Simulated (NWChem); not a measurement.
# Extrapolating the MP2 correlation energy of ClNa

```
Na
Cl 1 2.3404
```
Charge 0, spin multiplicity 1.

Program: NWChem. The geometry was optimised at B3LYP/def2-SVP, a minimum by its harmonic frequencies.

The correlated methods keep 6 core orbitals frozen. The structure started from a generated list of species.

Worked example. The MP2 correlation energy is -211.84 mHa in cc-pVTZ and -235.66 mHa in cc-pVQZ. The form E(X) = E∞ + A/X³ turns the pair into an estimate of the basis-set limit.

E∞ = (4³·(-235.66) − 3³·(-211.84))/(4³ − 3³) = -253.0 mHa. The larger basis holds 93 % of that, at about 3 times the processor time of the smaller one. This is a two-point estimate.
